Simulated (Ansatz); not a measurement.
# C2H3Si: the cost of one run

Method: UKS PBE0-D4/def2-SVPD, in Ansatz 0.2.0.

### 1 Starting point

Bond lengths: C1–C2 1.264 Å, C2–Si3 1.889 Å, C1–H4 1.028 Å, Si3–H5 1.473 Å, Si3–H6 1.478 Å. Angles: C1–C2–Si3 179.3°, C2–C1–H4 178.5°, C2–Si3–H5 110.5°, C2–Si3–H6 110.6°, H5–Si3–H6 111.3°.

Structure file:

```xyz
6

C     1.0530   -1.3651    0.5567
C     0.4401   -0.3366    0.1508
Si   -0.4632    1.2006   -0.4734
H     1.5729   -2.1870    0.8907
H    -1.1740    0.9075   -1.7299
H    -1.3868    1.7166    0.5589
```

### 2 Relaxing end A

File input.yaml:

```yaml
crystal:
  periodic: [false, false, false]
  atoms:
    - { symbol: C, position_ang: [1.053, -1.3651, 0.5567] }
    - { symbol: C, position_ang: [0.4401, -0.3366, 0.1508] }
    - { symbol: Si, position_ang: [-0.4632, 1.2006, -0.4734] }
    - { symbol: H, position_ang: [1.5729, -2.187, 0.8907] }
    - { symbol: H, position_ang: [-1.174, 0.9075, -1.7299] }
    - { symbol: H, position_ang: [-1.3868, 1.7166, 0.5589] }
magnetization:
  spin_polarized: true
  initial_magnetization: 1
basis:
  gaussian: { orbitals: def2-SVPD }
hamiltonian:
  xc: pbe0
  dispersion: d4
relax:
  f_tol: 0.02
  max_steps: 50
output:
  orbitals: {}
```

Run with:

```sh
$ ansatz run input.yaml --threads 2 --pin off --max-ram 3072MiB --backend cpu --events-out ev --progress --plain --runs-dir out
```

**Question.** How long does this run take on 2 threads of Arm Neoverse V1, shared host, and how much memory does it need?

About 12 s, with a peak of 0.17 GiB.
